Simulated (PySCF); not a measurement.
## Calculated NMR parameters of vinylene carbonate

```yaml
Formula: C3H2O3
SMILES: O=c1occo1
InChI: InChI=1S/C3H2O3/c4-3-5-1-2-6-3/h1-2H
Point_group_of_the_computed_structure: C2v
Degrees_of_unsaturation: 3
Carbon_signals: 2
Proton_signals: 1
```

Numbering as in the mapped SMILES `[O:1]=[c:2]1[o:3][cH:4][cH:5][o:6]1`. Each H is labelled by its parent atom.

- geometry from PBE0-D3(BJ)/def2-SVP
- B3LYP/pcJ-1 coupling constants
- shielding tensors at PBE0/pcSseg-1 (GIAO)
- code: PySCF 2.14.0 with density-fitted response routines
- non-relativistic, one averaged value for each set of equivalent atoms, single conformer, no solvent

Scale: TMS for ¹H and ¹³C; ¹⁷O vs H2O (reference shieldings calculated alike).

| carbon | δC, type | δH (multiplicity, J in Hz) | HMBC from (abs. J ≥ 3 Hz) | span of the C tensor (ppm) |
| --- | --- | --- | --- | --- |
| C2 | 154.8, C | – | H(C4)/H(C5) | 183 |
| C4/C5 | 136.0, CH | 6.99 (s) | H(C4)/H(C5) | 144 |

Other nuclei:
```
atoms  nucleus      environment  δ (ppm)  σ (ppm)
   O1      ¹⁷O  carbonyl oxygen    293.2     41.3
O3/O6      ¹⁷O      ring oxygen    227.9    106.6
```

Selected couplings (Hz, signed; the shortest-range and largest first, 30 at most; isotopes ¹³C, ¹H): ¹J(C4,H(C4)) 226.1, ²J(C2,C4) 2.0.

1. Carbon types of the structure: 1 × C, 2 × CH, which accounts for all hydrogens.
2. δC 154.8: ring carbonyl carbon.
3. δC 136.0: unsaturated ring CH.
4. δH 6.99: hydrogen on a unsaturated ring CH.

Shifts are as computed. Against solution values, carbons near 30 ppm lie about +2 ppm off and those near 130 ppm about +5 ppm. Of 1211 compounds with measured shifts, 218 miss one by over three times the rms of a fit or turn the order of signals round; such compounds aren't used in these exercises. Unscaled 17O shifts of doubly bonded oxygen tend to come out too high, by tens of ppm or more. Experimental scales use liquid or dissolved standards, which lie at an offset from isolated H2O (liquid H2O: subtract about 36 ppm).
